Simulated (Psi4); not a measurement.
**CF2 (SMILES F[C]F) at B3LYP/6-31G(d) (spherical functions)**

What is the vertical singlet–triplet gap of CF2 at B3LYP/6-31G* (spherical functions)? 

The calculation is run with Psi4 1.11.

## (1) The molecule

CF2 has 3 atoms, charge 0, and is taken as a singlet. As SMILES, `F[C]F`. Geometry: relaxed at PBE0-D4/def2-TZVP.

Bond lengths: F1–C2 1.296 Å, C2–F3 1.296 Å. Angles: F1–C2–F3 104.7°.

## (2) Energy and forces at B3LYP/6-31G(d) (spherical functions)

input.json reads:

```json
{
 "schema_name": "qcschema_input",
 "schema_version": 1,
 "molecule": {
  "schema_name": "qcschema_molecule",
  "schema_version": 2,
  "symbols": ["F", "C", "F"],
  "geometry": [0.59773927, 1.83569885, 0.53214688, 0.72251789, -0.60191557, 0.33098553, -1.32023826, -1.23378329, -0.86313241],
  "molecular_charge": 0,
  "molecular_multiplicity": 1,
  "fix_symmetry": "c1"
 },
 "driver": "gradient",
 "model": {
  "method": "b3lyp",
  "basis": "6-31G*"
 },
 "keywords": {
  "reference": "rks",
  "puream": true,
  "e_convergence": 1e-09,
  "d_convergence": 1e-08,
  "scf_type": "pk",
  "dft_radial_points": 99,
  "dft_spherical_points": 590
 }
}
```

Started as:

```bash
$ psi4 --qcschema input.json -n 1 --memory 2200MB
```

stdout:

```text
[...]
  Running in c1 symmetry.
[...]
  Nuclear repulsion =   64.979424925035033
[...]
  Multiplicity = 1
[...]
  Nalpha       = 12
  Nbeta        = 12
[...]
    Number of basis functions: 42
[...]
   @RKS iter   1:  -237.66084480746053   -2.52565e-01   6.74363e-03 DIIS/ADIIS
[...]
   @RKS iter  10:  -237.68586853557133   -1.67688e-12   1.31296e-09 DIIS
[...]
    Orbital Energies [Eh]
    ---------------------
    Doubly Occupied:
       1A    -24.763444     2A    -24.763442     3A    -10.372522
       4A     -1.332510     5A     -1.254469     6A     -0.696276
       7A     -0.593206     8A     -0.547235     9A     -0.538824
      10A     -0.468237    11A     -0.440506    12A     -0.290016
[...]
  @RKS Final Energy:  -237.68586853557133
   => Energetics <=
    Nuclear Repulsion Energy =             64.9794249250350333
    One-Electron Energy =                -457.9683274031932569
    Two-Electron Energy =                 176.5431871673288526
    DFT Exchange-Correlation Energy =     -21.2401532247419240
    Empirical Dispersion Energy =           0.0000000000000000
    VV10 Nonlocal Energy =                  0.0000000000000000
    Total Energy =                       -237.6858685355713305
[...]
 Multipole Moments:
 ------------------------------------------------------------------------------------
     Multipole            Electronic (a.u.)      Nuclear  (a.u.)        Total (a.u.)
 ------------------------------------------------------------------------------------
 L = 1.  Multiply by 2.5417464519 to convert [e a0] to [Debye]
 Dipole X            :         -0.5114778            0.2848877           -0.2265901
 Dipole Y            :          0.3902711           -0.2173724            0.1728987
 Dipole Z            :         -0.0000000            0.0000000           -0.0000000
 Magnitude           :                                                    0.2850211
[...]
  -Total Gradient:
     Atom            X                  Y                   Z
    ------   -----------------  -----------------  -----------------
       1        0.000507359754    -0.015726098477     0.000000000000
       2       -0.015829302271     0.012080007348    -0.000000000000
       3        0.015299871428     0.003662930566    -0.000000000000
[...]
```

The result, in JSON:

```text
{
 "driver": "gradient",
 "model": {
  "method": "b3lyp",
  "basis": "6-31G*"
 },
 "success": true,
 "return_result": [0.0005073597538820087, -0.015726098476796013, 1.0351938488606447e-14, -0.01582930227089252, 0.012080007347786276, -2.3324419763599968e-14, 0.015299871427635059, 0.0036629305663686967, -1.0675412985194844e-14],
 "properties": {
  "calcinfo_nbasis": 42,
  "calcinfo_nmo": 42,
  "calcinfo_nalpha": 12,
  "calcinfo_nbeta": 12,
  "calcinfo_natom": 3,
  "nuclear_repulsion_energy": 64.97942492503503,
  "return_energy": -237.68586853557133,
  "return_gradient": [0.0005073597538820087, -0.015726098476796013, 1.0351938488606447e-14, -0.01582930227089252, 0.012080007347786276, -2.3324419763599968e-14, 0.015299871427635059, 0.0036629305663686967, -1.0675412985194844e-14],
  "scf_one_electron_energy": -457.96832740319326,
  "scf_two_electron_energy": 176.54318716732885,
  "scf_xc_energy": -21.240153224741924,
  "scf_dipole_moment": [-0.2265900836168917, 0.17289870809664554, -4.848050299389772e-15],
  "scf_total_energy": -237.68586853557133,
  "scf_total_gradient": [0.0005073597538820087, -0.015726098476796013, 1.0351938488606447e-14, -0.01582930227089252, 0.012080007347786276, -2.3324419763599968e-14, 0.015299871427635059, 0.0036629305663686967, -1.0675412985194844e-14],
  "scf_iterations": 10
 }
}
```

Run time: 12 s. Hardware: 1 thread of Intel Xeon at 2.50GHz (Skylake/Cascade Lake), shared host; peak memory 0.4 GiB.

## (3) The triplet: the energy at UB3LYP/6-31G(d) (spherical functions)

calc.dat reads:

```
memory 2200 MB

molecule molecule1 {
  0 3
  F      0.316310     0.971410     0.281600
  C      0.382340    -0.318520     0.175150
  F     -0.698640    -0.652890    -0.456750
  symmetry c1
}

set basis 6-31G*
set reference uks
set puream true
set e_convergence 1e-09
set d_convergence 1e-08
set scf_type pk
set dft_radial_points 99
set dft_spherical_points 590
set maxiter 100

e, wfn = energy("b3lyp", return_wfn=True)
```

Started as:

```bash
$ psi4 calc.dat calc.out -n 1
```

calc.out:

```text
[...]
  Running in c1 symmetry.
[...]
  Nuclear repulsion =   64.979424921358842
[...]
  Multiplicity = 3
[...]
  Nalpha       = 13
  Nbeta        = 11
[...]
    Number of basis functions: 42
[...]
   @UKS iter   1:  -237.56780391199123   -1.59524e-01   6.16227e-03 ADIIS/DIIS
[...]
   @UKS iter  11:  -237.58935907527996   -1.81899e-12   2.30244e-09 DIIS
[...]
   @S^2 Observed:                2.002635698E+00
[...]
    Orbital Energies [Eh]
    ---------------------
    Alpha Occupied:
       1A    -24.742615     2A    -24.742614     3A    -10.354082
       4A     -1.312991     5A     -1.238465     6A     -0.687641
       7A     -0.581358     8A     -0.543542     9A     -0.543053
      10A     -0.457130    11A     -0.423522    12A     -0.363014
      13A     -0.189877
    Alpha Virtual:
      14A      0.154832    15A      0.222860    16A      0.477000
      17A      0.483676    18A      0.514485    19A      0.539289
      20A      1.078915    21A      1.159869    22A      1.166678
      23A      1.178668    24A      1.191141    25A      1.339503
[...]
  @UKS Final Energy:  -237.58935907527996
   => Energetics <=
    Nuclear Repulsion Energy =             64.9794249213588415
    One-Electron Energy =                -458.3318133086316379
    Two-Electron Energy =                 177.0478163290171949
    DFT Exchange-Correlation Energy =     -21.2847870170243461
    Empirical Dispersion Energy =           0.0000000000000000
    VV10 Nonlocal Energy =                  0.0000000000000000
    Total Energy =                       -237.5893590752799582
[...]
 Multipole Moments:
 ------------------------------------------------------------------------------------
     Multipole            Electronic (a.u.)      Nuclear  (a.u.)        Total (a.u.)
 ------------------------------------------------------------------------------------
 L = 1.  Multiply by 2.5417464519 to convert [e a0] to [Debye]
 Dipole X            :         -0.0977083            0.2848877            0.1871794
 Dipole Y            :          0.0745578           -0.2173724           -0.1428146
 Dipole Z            :          0.0000000            0.0000000            0.0000000
 Magnitude           :                                                    0.2354403
[...]
```

Run time: 15 s. Hardware: 1 thread of Intel Xeon at 2.50GHz (Skylake/Cascade Lake), shared host; peak memory 0.41 GiB.

## (4) Outcome

At B3LYP/6-31G* (spherical functions):

| quantity | value |
| --- | --- |
| singlet: total energy | -237.68587 Eh |
| singlet: dipole moment | 0.72 D |
| singlet: HOMO energy | -7.89 eV |
| singlet: LUMO energy | -1.91 eV |
| singlet: HOMO–LUMO gap | 5.98 eV |
| singlet: largest force on an atom | 1.024 eV/Å |
| triplet: total energy | -237.58936 Eh |
| triplet: dipole moment | 0.60 D |
| triplet: HOMO energy (highest over α and β) | -5.17 eV |
| triplet: LUMO energy (lowest over α and β) | -4.45 eV |
| triplet: ⟨S²⟩ | 2.003 |
| vertical energy of the triplet above the singlet | 2.626 eV |

**Reading.** At this shape the triplet lies 2.63 eV (61 kcal/mol) above the singlet. The largest force (singlet) is 1.02 eV/Å: the shape isn't a stationary point for this species at this level.
